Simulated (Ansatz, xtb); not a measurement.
## Two isomers of CH7BN−

Structure X is `[BH3-]CN`, a singlet and structure Y is `[BH3-]NC`, a singlet. Both are isolated ions in the gas phase, relaxed with PBE0-D3(BJ)/def2-SVPD; the shapes shown needn't be the lowest conformers.

X (Å):

```xyz
10

C    -0.2152   -0.3876    0.4151
B    -1.5630    0.4729    0.7427
N     1.0632    0.3624    0.5536
H    -1.6284    1.4579   -0.0318
H    -1.5115    0.8973    1.9223
H    -2.5960   -0.2176    0.6063
H    -0.2277   -0.7961   -0.6148
H    -0.1269   -1.2787    1.0678
H     1.0544    0.7556    1.4954
H     0.9622    1.1942   -0.0293
```

Y (Å):

```xyz
10

C    -0.1682   -0.0120    1.7851
B    -0.9967    0.6023   -0.5026
N    -0.3144   -0.4348    0.4240
H    -0.9762    0.1960   -1.6830
H    -0.4189    1.7308   -0.4567
H    -2.1827    0.7757   -0.1432
H     0.5964   -0.6880    0.0514
H    -1.1676    0.1511    2.2269
H     0.3804    0.9561    1.9181
H     0.3440   -0.7695    2.4128
```

Quicker runs give these differences E(Y) − E(X): GFN2-xTB −9.1 kcal/mol; HF/STO-3G −5.6 kcal/mol (at GFN2-xTB geometries); r2SCAN-D4/def2-SVPD −5.3 kcal/mol (at GFN2-xTB geometries).

Q: Estimate E(Y) − E(X) at the level CCSD(T)/def2-SVPD + ΔMP2/def2-TZVPPD.

A: Calculated at CCSD(T)/def2-SVPD + ΔMP2/def2-TZVPPD: E(Y) − E(X) = −4.7 kcal/mol, so structure Y lies lower.

The same difference at several levels:

```
                               level               geometry  E(Y) − E(X) (kcal/mol)  departure from the last row (kcal/mol)  job, with rough time for the two
                            GFN2-xTB               GFN2-xTB                      −9.1                                    −4.4             optimisation, 0.064 s
                           HF/STO-3G               GFN2-xTB                      −5.6                                    −0.8              single point, 0.16 s
                 r2SCAN-D4/def2-SVPD               GFN2-xTB                      −5.3                                    −0.6               single point, 3.2 s
               PBE0-D3(BJ)/def2-SVPD  PBE0-D3(BJ)/def2-SVPD                      −5.1                                    −0.3                optimisation, 19 s
                        HF/def2-SVPD  PBE0-D3(BJ)/def2-SVPD                      −6.9                                    −2.1           part of the CCSD(T) run
                       MP2/def2-SVPD  PBE0-D3(BJ)/def2-SVPD                      −5.8                                    −1.0           part of the CCSD(T) run
                   CCSD(T)/def2-SVPD  PBE0-D3(BJ)/def2-SVPD                      −5.4                                    −0.6                      single point
CCSD(T)/def2-SVPD + ΔMP2/def2-TZVPPD  PBE0-D3(BJ)/def2-SVPD                      −4.7                                                        single point, 23 s
```

As drawn, Y has 1 B–N, 1 C–H in place of 1 C–B, 1 N–H.

None of the levels shown reverses the order. The largest departure from CCSD(T)/def2-SVPD + ΔMP2/def2-TZVPPD is that of GFN2-xTB, 4.4 kcal/mol. The last row adds to CCSD(T) the change of the MP2 difference between the two basis sets, here +0.6 kcal/mol.

With harmonic frequencies from PBE0-D3(BJ)/def2-SVPD (ideal gas, rigid rotor, one conformer each, 400 K, 1 atm): on the last row, ΔE + ΔZPE = −5.0, ΔH = −5.1, ΔG = −4.9 kcal/mol.

The correlated steps freeze 3 core orbitals. Mirror images aren't counted in ΔG. Codes used: Ansatz 0.2.0, xtb 6.7.1; the last row on 2 threads of Arm Neoverse V2 on a shared host.
